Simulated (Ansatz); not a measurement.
Start from `BC#N` and change one atom or group to get `N#CN`.

Ansatz, PBE0-D4/def2-TZVP geometries, multiplicity 1. Each molecule was computed in one conformer, which needn't be the lowest.

```
                                                                                  property  `BC#N`
ideal-gas entropy at 298 K and 1 bar (rigid rotor, harmonic PBE0-D4/def2-TZVP) / J/(mol·K)     247
                                            zero-point energy (PBE0-D4/def2-TZVP) / kJ/mol    73.5
                                                         LUMO energy (PBE/def2-TZVPP) / eV   -4.37
                                                        HOMO energy (PBE0/def2-TZVPP) / eV   -9.75
                                                     HOMO energy (ωB97M-V/def2-TZVPP) / eV  -12.04
                                        size of the dipole moment (ωB97M-V/def2-TZVPP) / D    2.76
```

(1) What does the change do to each property? (Best estimate.)

## Answers

(1) The calculation gave: 
| property | `N#CN` | shift |
| --- | --- | --- |
| ideal-gas entropy at 298 K and 1 bar (rigid rotor, harmonic PBE0-D4/def2-TZVP) / J/(mol·K) | 248 | 1 |
| zero-point energy (PBE0-D4/def2-TZVP) / kJ/mol | 90.1 | 16.6 |
| LUMO energy (PBE/def2-TZVPP) / eV | -0.67 | 3.70 |
| HOMO energy (PBE0/def2-TZVPP) / eV | -8.02 | 1.73 |
| HOMO energy (ωB97M-V/def2-TZVPP) / eV | -10.32 | 1.72 |
| size of the dipole moment (ωB97M-V/def2-TZVPP) / D | 4.62 | 1.86 |

With PBE0 the HOMO rises by 1.73 eV and the LUMO rises by 3.51 eV, so the gap widens by about 1.78 eV. PBE moves the HOMO by 1.77 eV and ωB97M-V by 1.72 eV. Dipoles are sizes alone; their direction can turn.
